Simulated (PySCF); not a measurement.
Compound: C₃H₄ClF.
Cartesian coordinates in Å at the GFN2-xTB level; atoms count from 1:
```xyz
9
C3H4ClF angstrom
C      1.3617   -0.2513   -0.3074
C      0.2059    0.3776   -0.4169
C     -0.9632    0.1245    0.4731
F     -0.6535   -0.6716    1.5261
Cl    -2.2604   -0.6962   -0.4738
H      1.5320   -0.9868    0.4608
H      2.1792   -0.0459   -0.9753
H      0.0162    1.1109   -1.1866
H     -1.4045    1.0449    0.8749
```

Computed, not measured: TDDFT CAM-B3LYP/def2-SVPD, vertical, gas phase, core orbitals frozen in the response in PySCF.

Transition dipole moments from the ground state, in atomic units and in the frame of the coordinates above (overall signs are arbitrary), for the states with f of 0.002 or more among the lowest 7:

| state | E (eV) | μx | μy | μz |
| --- | --- | --- | --- | --- |
| S1 | 6.753 | 0.641 | -0.116 | -0.060 |
| S2 | 7.092 | -0.956 | 0.136 | 0.027 |
| S3 | 7.403 | 0.802 | -0.236 | 0.039 |
| S4 | 7.774 | -0.748 | -0.115 | -0.115 |
| S5 | 8.153 | 0.269 | -0.029 | 0.035 |
| S6 | 8.406 | -0.126 | 0.259 | 0.280 |
| S7 | 8.524 | -0.006 | 0.185 | 0.066 |

Task: What oscillator strength does each state have?

Result: f = (2/3) ΔE |μ|² with ΔE in hartree (27.2114 eV).

| state | \|μ\|² (au) | \|μ\| (D) | f |
| --- | --- | --- | --- |
| S1 | 0.427 | 1.66 | 0.071 |
| S2 | 0.933 | 2.46 | 0.162 |
| S3 | 0.701 | 2.13 | 0.127 |
| S4 | 0.585 | 1.94 | 0.111 |
| S5 | 0.075 | 0.69 | 0.015 |
| S6 | 0.162 | 1.02 | 0.033 |
| S7 | 0.039 | 0.50 | 0.008 |

Task: Which bond between heavy atoms lies closest to the direction of the S2 transition dipole?

Result: C1–C2, at 21° from it; next C2–C3 at 40°.

Task: What angle do the transition dipoles of S1 and S2 make?

Result: |cos θ| = |μa·μb| / (|μa| |μb|) = 1.00, so θ ≈ 4° (taken between 0 and 90°, since the signs are arbitrary).

Task: How is the summed strength of these states shared among x, y and z?

Result: (2/3) Σ ΔE μα² gives 0.468 for x, 0.039 for y and 0.021 for z, 0.528 in all.

Task: What peak molar absorption coefficient would the strongest computed level give as a lone Gaussian band 0.5 eV wide at half height?

Result: ε(max) = 2.175×10⁸ f / FWHM, with the width in cm⁻¹. S2: 2.175×10⁸ × 0.1622 / 4033 ≈ 8700 L mol⁻¹ cm⁻¹.

One conformer stands for the species.
